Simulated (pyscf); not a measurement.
Single points on ωB97X-D3(BJ)/def2-SVP structures (PySCF, gas phase).

Problem. How much does it cost (ΔH, 298 K, ωB97M-D3(BJ)/def2-TZVP) to split O=Ta(=O)–F (SMILES [O]=[Ta](=[O])[F]) at its F–Ta bond into [O=Ta=O]• + F•?

Solution. F–Ta to [O=Ta=O]• + F•: 573.0 kJ/mol. The 7 functionals that were run give +552.9 (M06-2X) to +583.1 kJ/mol (ωB97X-D3(BJ)). The radicals are drawn with the spin at the cut bond; how far it spreads was not checked. Left out: the spin-orbit lowering of F. Open-shell species with a d-block atom are single-reference here; other states, and whether the spin sits on metal or ligand, were not checked. Elements past Kr carry the def2 core potentials, without spin-orbit coupling.
